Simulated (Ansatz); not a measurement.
# How far each method lies from full CI for H₂B–Al, triplet

Geometry: a point of a breathe scan, not a stationary point.

```xyz
4

B     0.0000    0.0000    1.2197
Al    0.0000    0.0000   -0.6142
H     0.0000    0.9602    1.6804
H     0.0000   -0.9602    1.6804
```

Basis 6-31G; Ansatz 0.2.0. Only valence electrons are correlated (noble-gas cores frozen), which leaves 8 electrons in 20 orbitals. R marks a restricted (for open shells ROHF) determinant, U an unrestricted one. Active spaces: valence = (8e, 10o) chosen from the atoms' valence shells; pair = (4e, 4o) about the gap.

Full CI is exact within this basis and frozen core; it isn't the basis-set limit. The frozen core follows each run's orbitals, which can shift R against U totals by a few meV.

For open shells CISD and CISDTQ are restricted-active-space CI with the open shells as a complete middle space.

- UHF ⟨S²⟩: 2.009
- T1 diagnostic (RCCSD): 0.0416
- largest doubles amplitude (RCCSD): 0.105
- T1 diagnostic (UCCSD): 0.0277

| level | E − E(RHF) (eV) |
| --- | --- |
| UHF | -0.0565 |
| RMP2 | -2.0285 |
| UMP2 | -2.0594 |
| RCCSD | -2.6784 |
| UCCSD | -2.6844 |
| RCCSD(T) | -2.7520 |
| UCCSD(T) | -2.7542 |

(1) Estimate how far full CI in 6-31G lies from RCCSD(T). The table doesn't fix it; the size of (T) and the diagnostics are the guide.

(1) Full CI in 6-31G lies 2.6 kJ/mol below RCCSD(T), which is 36 % of the (T) step (-7.1 kJ/mol). T1 is raised, and the rest is a large part of (T).

The other levels:

```tsv
level	E − E(full CI) (kJ/mol)	share of correlation (%)	wall time
CISD	21.3	92.04	0.75 s
BCCD(T)	2.3	99.14	0.81 s
RCCSDT	0.5	99.82	–
UCCSDT	0.4	99.84	–
CISDTQ	0.6	99.79	5.5 s
RCCSDT(Q)	0.1	99.97	3.5 s
UCCSDT(Q)	0.0	99.98	3.3 s
CASSCF (pair space)	238.2	11.15	–
NEVPT2 (pair space)	60.1	77.60	0.69 s
MRCISD (pair space)	17.6	93.45	–
MRCISD+Q (pair space)	4.0	98.51	1.4 s
CASSCF (valence space)	87.0	67.56	–
NEVPT2 (valence space)	25.7	90.41	4.4 s
MRCISD (valence space)	4.1	98.48	–
MRCISD+Q (valence space)	2.1	99.23	7 s
```

The correlation energy at full CI, counted from RHF, is -2.779 eV. That run took 45 s on 1 thread of Arm Neoverse V1, shared host over 5,855,680 determinants.

Times hold each run's SCF and search for its determinant on a shared host, so for small cases they say little of a method's own cost; they ran on 1 thread of Arm Neoverse V1. Some runs computed forces too.

The full-CI state has the irrep B1 of C2v, in the program's axes.

Natural occupations of full CI about the gap: 1.974 1.969 1.925 1.002 0.976 0.038 0.031 0.021 0.017 0.015; effectively unpaired electrons, Σ n²(2−n)², 2.04.
